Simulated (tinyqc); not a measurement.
Worked calculation: CIS and TDHF on RHF in the sto-3g basis, frozen core, for H2F+, spin multiplicity 1. One step of it, computed by the program tinyqc.

Question. CIS singlet states. Diagonalise A (1 hartree = 27.211386 eV); each vector has its largest component positive (the first on a tie). The transition dipole is mu = sqrt2 sum c_ia <i|r|a>.

CIS matrix A, singlet (hartree):
```
           2>6        2>7        3>6        3>7        4>6        4>7       5>6       5>7
2>6   1.477739   0.000000   0.000000  -0.046150   0.054920   0.000000  0.000000  0.000000
2>7   0.000000   1.570080   0.043533   0.000000   0.000000  -0.026095  0.000000  0.000000
3>6   0.000000   0.043533   0.636149   0.000000   0.000000  -0.038064  0.000000  0.000000
3>7  -0.046150   0.000000   0.000000   0.920368  -0.123576   0.000000  0.000000  0.000000
4>6   0.054920   0.000000   0.000000  -0.123576   0.539930   0.000000  0.000000  0.000000
4>7   0.000000  -0.026095  -0.038064   0.000000   0.000000   0.589773  0.000000  0.000000
5>6   0.000000   0.000000   0.000000   0.000000   0.000000   0.000000  0.423059  0.000000
5>7   0.000000   0.000000   0.000000   0.000000   0.000000   0.000000  0.000000  0.516962
```

dipole integrals <i|r|a> (bohr):
```
             x          y          z
2>6   0.000000   0.000000   0.021077
2>7   0.000000  -0.077756   0.000000
3>6   0.000000   0.964442   0.000000
3>7   0.000000   0.000000  -0.502248
4>6   0.000000   0.000000   0.331367
4>7   0.000000  -0.596501   0.000000
5>6  -0.028214   0.000000   0.000000
5>7   0.000000   0.000000   0.000000
```

Give: singlet excitation energies; lowest vectors; oscillator strengths 2/3 w |mu|^2.

Answer.

singlet excitation energies (eV): 11.5120  13.6519  14.0672  15.4666  17.8158  25.8573  40.4389  42.8006

lowest vectors:
```
     state 1  state 2  state 3  state 4  state 5  state 6
2>6   0.0000  -0.0408   0.0000   0.0000   0.0000   0.1120
2>7   0.0000   0.0000   0.0000   0.0015  -0.0553   0.0000
3>6   0.0000   0.0000   0.0000   0.4890   0.8710   0.0000
3>7   0.0000   0.2787   0.0000   0.0000   0.0000   0.9555
4>6   0.0000   0.9595   0.0000   0.0000   0.0000  -0.2728
4>7   0.0000   0.0000   0.0000   0.8723  -0.4882   0.0000
5>6   1.0000   0.0000   0.0000   0.0000   0.0000   0.0000
5>7   0.0000   0.0000   1.0000   0.0000   0.0000   0.0000
```

oscillator strengths 2/3 w |mu|^2: 0.0004  0.0210  0.0000  0.0018  1.1256  0.4087
